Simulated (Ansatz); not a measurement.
# Redistribution: CH2N2 + C5H10O → HOCN + C5H11N

Species: CH2N2 `N#CN`, singlet; C5H10O (cyclopentanol) `OC1CCCC1`, singlet; HOCN `N#CO`, singlet; C5H11N (cyclopentylamine) `NC1CCCC1`, singlet. The partners trade NH2 for OH; both sit on C, so the bond types are kept.

Shapes, held fixed at every level: PBE0-D4/def2-TZVP. Flexible molecules stand in one conformer, not always the lowest. Programs: Ansatz 0.2.0. Electronic energies: no zero-point or thermal term.

(1) Estimate ΔE of this reaction.

Answers

(1) The highest level, CCSD(T)/CBS estimate, gives ΔE = +34.6 kJ/mol; the levels span +33.3 to +38.6. The column of differences is taken from that level and isn't an error. No measured value is set beside it here. The CBS estimate extrapolates MP2 from def2-TZVPP and def2-QZVPP and adds CCSD(T) − MP2 in the triple-zeta set, cores frozen.

| level | kind | ΔE (kJ/mol) | less CCSD(T)/CBS estimate |
| --- | --- | --- | --- |
| BHLYP-D4/def2-TZVPP | global hybrid | +38.6 | +4.0 |
| PBE0-D4/def2-TZVPP | global hybrid | +35.2 | +0.6 |
| wB97X-V/def2-TZVPP | range-separated hybrid | +36.9 | +2.3 |
| B2PLYP/def2-TZVPP | double hybrid | +36.9 | +2.3 |
| MP2/def2-TZVPP | perturbation theory | +33.3 | -1.3 |
| CCSD(T)/def2-TZVPP | coupled cluster or CI | +33.7 | -0.9 |
| CCSD/def2-TZVPP | coupled cluster or CI | +34.4 | -0.2 |
| CCSD(T)/CBS estimate | coupled cluster or CI | +34.6 | 0.0 |
